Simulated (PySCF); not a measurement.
# C3H4OS: the cost of one run

Method: levels as typed in each script, gas phase, geometry from GFN2-xTB; program: PySCF 2.14.0.

### Step 1. Starting geometry

9 atoms, charge -1, spin multiplicity 2.

Bond lengths: C1–C2 1.502 Å, C1–H6 1.093 Å, C1–H7 1.093 Å, C1–H8 1.089 Å, C2–S3 1.696 Å, C2–C4 1.398 Å, C4–O5 1.248 Å, C4–H9 1.112 Å. Angles: C2–C1–H6 110.2°, C2–C1–H7 110.2°, C2–C1–H8 110.5°, H6–C1–H7 107.3°, H6–C1–H8 109.3°, H7–C1–H8 109.2°, C1–C2–S3 119.7°, C1–C2–C4 119.8°, S3–C2–C4 120.5°, C2–C4–O5 126.3°, C2–C4–H9 114.4°, O5–C4–H9 119.3°.

Geometry (Å):

```xyz
9

C    -0.2262   -1.6247   -0.0001
C     0.0531   -0.1492   -0.0003
S     1.6571    0.4019    0.0000
C    -1.0091    0.7600    0.0000
O    -2.2248    0.4763    0.0001
H    -0.8166   -1.8973   -0.8783
H    -0.8105   -1.8981    0.8823
H     0.7048   -2.1895   -0.0030
H    -0.6994    1.8278    0.0002
```

### Step 2. Response to an electric field (B3LYP/aug-cc-pvdz)

input.py reads:

```python
import numpy as np
from pyscf import gto, scf, dft
from pyscf.scf import atom_ks, atom_hf
from scipy.linalg import block_diag

def solve(mol, dm0=None, hcore=None):
    mf = (dft.UKS if mol.spin else dft.RKS)(mol, xc='b3lyp')
    mf.grids.level = 3
    mf = mf.density_fit(auxbasis='def2-universal-jkfit')
    mf.conv_tol, mf.max_cycle = 1e-8, 80
    if hcore is not None:
        mf.get_hcore = lambda *args: hcore
    mf.kernel(dm0)
    if not mf.converged:
        mf = mf.newton().run(mf.mo_coeff, mf.mo_occ, max_cycle=30)
    assert mf.converged, 'SCF not converged'
    return mf

mol = gto.M(atom='''
C     -0.22623    -1.62467    -0.00007
C      0.05310    -0.14916    -0.00027
S      1.65709     0.40186     0.00004
C     -1.00915     0.75998    -0.00002
O     -2.22476     0.47630     0.00005
H     -0.81658    -1.89733    -0.87830
H     -0.81050    -1.89811     0.88229
H      0.70479    -2.18946    -0.00301
H     -0.69939     1.82780     0.00023
''', basis='aug-cc-pvdz', charge=-1, spin=1, verbose=4)
field = np.array([0.0, 0.002, 0.0])  # atomic units
mol.set_common_orig(mol.atom_charges() @ mol.atom_coords() / mol.atom_charges().sum())
mf = solve(mol)
out = dict(dm0=mf.make_rdm1(), d0=mf.dip_moment(unit='AU'), e0=mf.e_tot)
for name, sign in (('p', 1), ('m', -1)):
    h = mf.get_hcore() + sign * np.einsum('x,xij->ij', field, mol.intor('int1e_r'))
    mi = solve(mol, mf.make_rdm1(), h)
    out.update({'dm' + name: mi.make_rdm1(), 'd' + name: mi.dip_moment(unit='AU'), 'e' + name: mi.e_tot})
# spherically averaged free atoms, for the promolecule
atm = atom_ks.get_atm_nrks(mol, xc='b3lyp')
pro = block_diag(*[(atm[a[0]][2] * atm[a[0]][3]) @ atm[a[0]][2].T for a in mol._atom])
np.savez('result.npz', pro=pro, **out)
```

Launch:

```
$ OMP_NUM_THREADS=1 python input.py
```

Q: Estimate wall time and peak memory on 1 thread of Arm Neoverse V1, shared host.

About 93 s, with a peak of 0.7 GiB.
